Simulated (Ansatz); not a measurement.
# Electronic dielectric constant ε∞ of 2H MoS₂: levels of theory against measurement

Reference value: 12.2 (measured, temperature not stated, not corrected to a static lattice, mean of the two values across and the one along c; as tabulated in Pike et al. (2018), arXiv:1804.02196).

Q: What do LDA, PBE, PBEsol, PBE-D3(BJ), PBE-D4, r²SCAN give, and how far is each from the reference?

A: 
```json
[
 {"level (code)": "LDA (Ansatz)", "value": "12.7 ± 0.06", "cell (Å³/atom)": "16.99", "difference (%)": "+4.1"},
 {"level (code)": "PBE (Ansatz)", "value": "9.64 ± 0.06", "cell (Å³/atom)": "21.66", "difference (%)": "-21"},
 {"level (code)": "PBEsol (Ansatz)", "value": "11.9 ± 0.06", "cell (Å³/atom)": "17.92", "difference (%)": "-2.5"},
 {"level (code)": "PBE-D3(BJ) (Ansatz)", "value": "12.8 ± 0.07", "cell (Å³/atom)": "17.31", "difference (%)": "+4.9"},
 {"level (code)": "PBE-D4 (Ansatz)", "value": "12.6 ± 0.07", "cell (Å³/atom)": "17.46", "difference (%)": "+3.3"},
 {"level (code)": "r²SCAN (Ansatz)", "value": "11.0 ± 0.08", "cell (Å³/atom)": "19.02", "difference (%)": "-9.8"}
]
```

Once the reference is moved by up to 5.0 % (a margin picked here for doubts on the reference and the settings, and for temperature and zero-point motion) and values within 1.7 % count as equal, the nearest can be PBEsol (-2.5 %), PBE-D4 (+3.3 %), LDA (+4.1 %) or PBE-D3(BJ) (+4.9 %). Farthest off among them: PBE (-21 %).

The reference isn't brought to a static lattice, while the calculations are for one, so the differences are not the levels' errors alone. For crystals that are not cubic the mean over three axes is given. The crystal itself was run without spin with LDA, PBE, PBEsol, PBE-D3(BJ), PBE-D4, r²SCAN; a magnetic state was not tried in these runs. A ± on a computed value is a rough bar: the spread of its extrapolation, a floor set from checks against published values, or a statistical error. LDA: LDA has no dispersion term either, though it tends to give short spacings of layers, chains or molecules. PBE, PBEsol, r²SCAN: the cell comes from a level without a dispersion term, which matters for the spacing of layers, chains or molecules. Each level is taken at its own relaxed cell. Cutoffs differ between the levels. Ansatz's density-functional and Hartree–Fock values are scalar-relativistic unless marked +SOC, with PAW data made under PBE.

Differences are worked out from the printed values.

Ansatz is an electronic-structure program.
